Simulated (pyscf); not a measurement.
PySCF, gas phase, ωB97X-D3(BJ)/def2-SVP geometries.

How much does it cost (ΔH, 298 K, ωB97M-D3(BJ)/def2-TZVP) to split H₃C–O–Al(OH)–OH at its Al–O bond into [H₃C–O–Al–OH]• + OH•?

Al–O to [H₃C–O–Al–OH]• + OH•: 544.2 kJ/mol. The 7 functionals that were run give +516.7 (PBE0-D3(BJ)) to +544.2 kJ/mol (ωB97M-D3(BJ)). The radicals are drawn with the spin at the cut bond; how far it spreads was not checked. Other isomers of [H₃C–O–Al–OH]• were not searched in full and may lie lower. Left out: the spin-orbit lowering of OH.
